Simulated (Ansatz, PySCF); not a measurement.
System: LiF, charge 0, multiplicity 1. 
Coordinates optimised at B3LYP-D3(BJ)/def2-TZVP (Ansatz, an electronic-structure program):
```xyz
2

Li     0.0000     0.0000    -1.1712
F      0.0000     0.0000     0.3904
```
Charge 0, spin multiplicity 1.


Wanted: enthalpy of formation at 298 K (from the atomisation energy, B3LYP-D3(BJ)/def2-TZVP harmonic zero-point and thermal terms from PySCF, and the atoms' enthalpies of formation in the G2/97 table; no spin-orbit terms, and no core term in the frozen-core levels), in kcal/mol. Correlated levels leave the core frozen unless marked. Open shells are spin-unrestricted. Spin-orbit coupling is left out. Non-relativistic. The coupled-cluster limit lacks core correlation, which all-electron functionals hold. Basis-set limits of correlation are two-point, X^-3; Hartree-Fock from the larger set.

Measured: -80.1 kcal/mol (G2/97 table in ASE (Curtiss et al.)); it holds spin-orbit and relativistic effects, which these rows lack, and core correlation, which the frozen-core levels lack. This is an older compilation, not checked against later work.

```json
[
 {"level": "HF/def2-SVPD", "program": "Ansatz", "enthalpy of formation at 298 K (kcal/mol)": "-37.9", "error against measurement": "42.2"},
 {"level": "PBE0/6-31G*", "program": "Ansatz", "enthalpy of formation at 298 K (kcal/mol)": "-69.9", "error against measurement": "10.2"},
 {"level": "PBE0-D3(BJ)/def2-TZVPD", "program": "Ansatz + dftd3", "enthalpy of formation at 298 K (kcal/mol)": "-73.3", "error against measurement": "6.8"},
 {"level": "TPSSh-D3(BJ)/def2-TZVPD", "program": "PySCF + dftd3", "enthalpy of formation at 298 K (kcal/mol)": "-75.0", "error against measurement": "5.1"},
 {"level": "MP2/6-31G*", "program": "Ansatz", "enthalpy of formation at 298 K (kcal/mol)": "-72.9", "error against measurement": "7.2"},
 {"level": "SCS-MP2/6-31G*", "program": "Ansatz", "enthalpy of formation at 298 K (kcal/mol)": "-69.4", "error against measurement": "10.7"},
 {"level": "SCS-MP2/def2-QZVPP", "program": "Ansatz", "enthalpy of formation at 298 K (kcal/mol)": "-80.6", "error against measurement": "-0.5"},
 {"level": "CCSD(T)/def2-TZVPP", "program": "Ansatz", "enthalpy of formation at 298 K (kcal/mol)": "-72.6", "error against measurement": "7.5"},
 {"level": "CCSD(T)/CBS(def2-TZVPP,def2-QZVPP)", "program": "Ansatz", "enthalpy of formation at 298 K (kcal/mol)": "-80.4", "error against measurement": "-0.3"},
 {"level": "CCSD(T)/CBS(def2-TZVPPD,def2-QZVPPD)", "program": "Ansatz", "enthalpy of formation at 298 K (kcal/mol)": "-80.0", "error against measurement": "0.1"}
]
```
